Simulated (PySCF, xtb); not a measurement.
# Two structures of OSSi

We compare a, a singlet given by its coordinates, with b, `O=[Si]=S`, a singlet. Both are isolated molecules in the gas phase, relaxed with PBE0-D4/def2-SVP.

a (Å):

```
atom    x (Å)   y (Å)    z (Å)
   O   0.8205  1.3252  -0.2230
   S  -0.6779  0.8929   0.7209
  Si  -0.1896  2.6450  -0.3676
```

Close contacts (Å): O1–S2 1.82, O1–Si3 1.67, S2–Si3 2.12.

b (Å):

```xyz
3

O     0.4348    0.0963    0.4471
S    -0.5203    3.2906   -0.4059
Si    0.0128    1.5074    0.0700
```

Quicker runs give these differences E(b) − E(a): GFN2-xTB −267.4 kJ/mol; HF/STO-3G +104.6 kJ/mol (at GFN2-xTB geometries); r2SCAN-D4/def2-SVP −149.3 kJ/mol (at GFN2-xTB geometries).

Task: Estimate which is lower in electronic energy at CCSD(T)/def2-TZVPP, and by roughly how much.

Result: The CCSD(T)/def2-TZVPP calculation puts structure b lower, by 131.2 kJ/mol.

Level by level:

```tsv
level	geometry	E(b) − E(a) (kJ/mol)	departure from the last row (kJ/mol)	job, with rough time for the two
GFN2-xTB	GFN2-xTB	−267.4	−136.2	optimisation, 0.15 s
HF/STO-3G	GFN2-xTB	+104.6	+235.7	single point, 2 s
r2SCAN-D4/def2-SVP	GFN2-xTB	−149.3	−18.2	single point, 6.9 s
PBE0-D4/def2-SVP	PBE0-D4/def2-SVP	−128.3	+2.9	optimisation, 21 s
HF/def2-TZVPP	PBE0-D4/def2-SVP	−135.5	−4.3	part of the CCSD(T) run
MP2/def2-TZVPP	PBE0-D4/def2-SVP	−155.1	−23.9	part of the CCSD(T) run
CCSD(T)/def2-TZVPP	PBE0-D4/def2-SVP	−131.2		single point, 44 s
```

HF/STO-3G puts the two in the other order. The largest departure from CCSD(T)/def2-TZVPP is that of HF/STO-3G, 235.7 kJ/mol.

With thermal terms from frequencies at re-optimised GFN2-xTB minima (ideal gas, soft modes damped towards free rotors, one conformer each, 298.15 K, 1 atm): on the last row, ΔE + ΔZPE = −126.0, ΔH = −125.9, ΔG = −120.2 kJ/mol.

The T1 diagnostic of structures a and b is large, so the coupled-cluster value is less sure. The correlated steps freeze 11 core orbitals. Programs: PySCF 2.14.0, xtb 6.7.1; the last row on 2 threads of Intel(R) Xeon(R) Platinum 8259CL CPU @ 2.50GHz (Skylake/Cascade Lake) on a shared host.
